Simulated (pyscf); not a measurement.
Single points on ωB97X-D3(BJ)/def2-SVP structures (PySCF, gas phase).

Estimate the classical barrier height and the reaction energy of `[OH][Nb]([F])([F])([F])[Cl]` → `[O]=[Nb]([F])([F])[F]` + `[ClH]` at ωB97M-D3(BJ)/def2-TZVP. The step runs on the singlet surface, breaks H–O, Cl–Nb and forms Cl–H; take the reactant's lowest minimum found as zero.

ΔE‡ = 22.0 kcal/mol, ΔE = +14.4 kcal/mol. Zero-point energy shifts the barrier by -3.2 kcal/mol. It is an elimination, with an imaginary mode of 1192i cm⁻¹. On the product side the descent ends in an adduct with a Cl–Nb contact, 6.7 kcal/mol under the separated species and 10.6 kcal/mol under the saddle at ωB97X-D3(BJ)/def2-TZVP. What is counted as broken (Cl–Nb) persists as a longer contact in the product adduct; parting that adduct is a step of its own. This is the saddle that the search found; another between the same sides may lie lower. Elements past Kr carry the def2 core potentials, without spin-orbit coupling.
